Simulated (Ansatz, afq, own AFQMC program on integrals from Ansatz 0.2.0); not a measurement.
# SiHCl, triplet in cc-pVTZ, levels against CCSDT(Q)

```yaml
atoms:
  - { symbol: Cl, position_ang: [0.0000, 0.0000, -1.5947] }
  - { symbol: H, position_ang: [0.0000, 0.0000, 0.0773] }
  - { symbol: Si, position_ang: [0.0000, 0.0000, 1.5173] }
```

Connectivity, by distances: Cl ··· Si, 1 bridging H.

Basis cc-pVTZ. Only valence electrons are correlated. Ansatz 0.2.0 and our own AFQMC program on the same integrals; the CISD trial comes from CCSD amplitudes, and released means the phaseless constraint is let go. Error bars are statistical, one sigma.

Determinant: UHF, the one that the program's search chose, which needn't be the lowest solution. The geometry is a point of a scan.

No full CI on the walks' own integrals is used here; CCSDT(Q) serves as the reference and is uncertain by about the last step of the cluster series.

Cautions: lower spins were not checked; the released energies have errors that jump between times, so the bars are unsure, so no released level is given (meV from the phaseless value at times in 1/Eh: -8 ± 6 at 0.24, 145 ± 154 at 0.51, -22 ± 5 at 0.99, -32 ± 6 at 1.62, -28 ± 7 at 2.40), though the last usable value meets CCSDT(Q) within the noise.

- T1 diagnostic: 0.0226
- weight of the determinant in the CISD state: 0.847
- ⟨S²⟩ of the determinant: 2.034
- size of the correlated space: 12 electrons in 72 orbitals

Reference: CCSDT(Q), correlation energy -8.765 eV.

| level | E − E(reference) (kJ/mol) | share of correlation (%) |
| --- | --- | --- |
| HF | 845.7 | 0.00 |
| MP2 | 143.0 | 83.09 |
| CCSD | 38.5 | 95.44 |
| CCSD(T) | 6.0 | 99.30 |
| CCSDT | 1.7 | 99.80 |
| ph-AFQMC/CISD | 2.4 ± 0.5 | 99.72 |

A walk keeps the symmetry of its determinant, which the program's search chose and which needn't be the lowest solution, so a lower state of the same spin and another symmetry isn't excluded.
